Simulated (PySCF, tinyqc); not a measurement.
Inside a calculation. Method: G0W0 on RHF in the sto-3g basis, for BH, spin multiplicity 1. The lowest restricted solution is unstable here: a spin-polarised one lies 0.0055 hartree lower (PySCF). One step of it, computed by the program tinyqc.

Question. Integrals over molecular orbitals. (pq|rs) = sum C_ip C_jq C_kr C_ls (ij|kl), one index at a time.

coefficients C:
```
              MO1        MO2        MO3       MO4        MO5        MO6
1B 1s    0.992581  -0.247601  -0.160472  0.000000   0.000000  -0.097858
1B 2s    0.026800   0.802384   0.607514  0.000000   0.000000   0.415667
1B 2px   0.000000   0.000000   0.000000  0.076829   0.997044   0.000000
1B 2py   0.000000   0.000000   0.000000  0.997044  -0.076829   0.000000
1B 2pz   0.003620   0.125864  -0.575226  0.000000   0.000000   0.887388
2H 1s   -0.004356   0.412977  -0.549348  0.000000   0.000000  -0.873486
```

core Hamiltonian H = T + V (hartree):
```
             1B 1s      1B 2s     1B 2px     1B 2py     1B 2pz      2H 1s
1B 1s   -12.647537  -3.275252   0.000000   0.000000  -0.010014  -0.313656
1B 2s    -3.275252  -3.736985   0.000000   0.000000  -0.098859  -0.899890
1B 2px    0.000000   0.000000  -2.920928   0.000000   0.000000   0.000000
1B 2py    0.000000   0.000000   0.000000  -2.920928   0.000000   0.000000
1B 2pz   -0.010014  -0.098859   0.000000   0.000000  -2.983572  -0.932691
2H 1s    -0.313656  -0.899890   0.000000   0.000000  -0.932691  -2.094957
```

Two-electron integrals (ij|kl) in chemists' order, unique and non-zero (hartree):
```
(11|11) 2.923513   (21|11) 0.518376   (21|21) 0.109262   (22|11) 0.744229
(22|21) 0.193177   (22|22) 0.544804   (31|31) 0.020264   (32|31) 0.029996
(32|32) 0.120346   (33|11) 0.742491   (33|21) 0.193240   (33|22) 0.544682
(33|33) 0.586773   (41|41) 0.020264   (42|41) 0.029996   (42|42) 0.120346
(43|43) 0.031630   (44|11) 0.742491   (44|21) 0.193240   (44|22) 0.544682
(44|33) 0.523513   (44|44) 0.586773   (51|51) 0.020264   (52|51) 0.029996
(52|52) 0.120346   (53|53) 0.031630   (54|54) 0.031630   (55|11) 0.742491
(55|21) 0.193240   (55|22) 0.544682   (55|33) 0.523513   (55|44) 0.523513
(55|55) 0.586773   (61|11) 0.048687   (61|21) 0.010229   (61|22) 0.018162
(61|33) 0.018087   (61|44) 0.018087   (61|51) 0.000711   (61|52) 0.001325
(61|55) 0.018322   (61|61) 0.000985   (62|11) 0.144816   (62|21) 0.038332
(62|22) 0.122786   (62|33) 0.119072   (62|44) 0.119072   (62|51) 0.004146
(62|52) 0.027697   (62|55) 0.130086   (62|61) 0.003826   (62|62) 0.042626
(63|31) 0.003406   (63|32) 0.016899   (63|53) 0.004859   (63|63) 0.004030
(64|41) 0.003406   (64|42) 0.016899   (64|54) 0.004859   (64|64) 0.004030
(65|11) 0.148286   (65|21) 0.039703   (65|22) 0.133974   (65|33) 0.127172
(65|44) 0.127172   (65|51) 0.006938   (65|52) 0.043543   (65|55) 0.147419
(65|61) 0.004102   (65|62) 0.053959   (65|65) 0.070938   (66|11) 0.325577
(66|21) 0.087614   (66|22) 0.318529   (66|33) 0.301794   (66|44) 0.301794
(66|51) 0.009748   (66|52) 0.089734   (66|55) 0.351514   (66|61) 0.008801
(66|62) 0.152444   (66|65) 0.207668   (66|66) 0.774606
```

Give: one-electron integrals over orbitals h = C^T H C; Two-electron integrals over orbitals.

Answer.

one-electron integrals over orbitals h = C^T H C (hartree):
```
          1        2        3        4        5        6
1  -12.6347   0.3051   0.1869   0.0000   0.0000   0.1163
2    0.3051  -2.9330  -0.2466   0.0000   0.0000  -0.4275
3    0.1869  -0.2466  -2.6626   0.0000   0.0000   0.3680
4    0.0000   0.0000   0.0000  -2.9209   0.0000   0.0000
5    0.0000   0.0000   0.0000   0.0000  -2.9209   0.0000
6    0.1163  -0.4275   0.3680   0.0000   0.0000  -2.4736
```

Two-electron integrals over orbitals (pq|rs), unique and non-zero (hartree):
```
(11|11) 2.8926    (21|11) -0.2697   (21|21) 0.0402    (22|11) 0.6206
(22|21) -0.0090   (22|22) 0.4859    (31|11) -0.1715   (31|21) 0.0236
(31|22) -0.0135   (31|31) 0.0239    (32|11) 0.1366    (32|21) -0.0085
(32|22) -0.0283   (32|31) 0.0060    (32|32) 0.1150    (33|11) 0.5980
(33|21) -0.0102   (33|22) 0.4374    (33|31) 0.0031    (33|32) 0.0252
(33|33) 0.4866    (41|41) 0.0216    (42|41) 0.0228    (42|42) 0.0790
(43|41) 0.0145    (43|42) 0.0434    (43|43) 0.0432    (44|11) 0.7420
(44|21) -0.0100   (44|22) 0.4676    (44|31) -0.0059   (44|32) 0.0743
(44|33) 0.4509    (44|44) 0.5868    (51|51) 0.0216    (52|51) 0.0228
(52|52) 0.0790    (53|51) 0.0145    (53|52) 0.0434    (53|53) 0.0432
(54|54) 0.0316    (55|11) 0.7420    (55|21) -0.0100   (55|22) 0.4676
(55|31) -0.0059   (55|32) 0.0743    (55|33) 0.4509    (55|44) 0.5235
(55|55) 0.5868    (61|11) -0.1054   (61|21) 0.0183    (61|22) 0.0052
(61|31) -0.0009   (61|32) -0.0157   (61|33) -0.0145   (61|44) -0.0036
(61|55) -0.0036   (61|61) 0.0220    (62|11) 0.1603    (62|21) -0.0028
(62|22) 0.0467    (62|31) -0.0127   (62|32) 0.0335    (62|33) -0.0127
(62|44) 0.0870    (62|55) 0.0870    (62|61) 0.0111    (62|62) 0.1011
(63|11) -0.1524   (63|21) 0.0039    (63|22) 0.0021    (63|31) -0.0047
(63|32) -0.1040   (63|33) -0.0348   (63|44) -0.0825   (63|55) -0.0825
(63|61) 0.0096    (63|62) -0.0611   (63|63) 0.1248    (64|41) 0.0084
(64|42) 0.0302    (64|43) 0.0006    (64|64) 0.0273    (65|51) 0.0084
(65|52) 0.0302    (65|53) 0.0006    (65|65) 0.0273    (66|11) 0.6204
(66|21) -0.0066   (66|22) 0.4978    (66|31) -0.0137   (66|32) -0.0597
(66|33) 0.4630    (66|44) 0.4475    (66|55) 0.4475    (66|61) 0.0085
(66|62) 0.0156    (66|63) 0.0332    (66|66) 0.5520
```
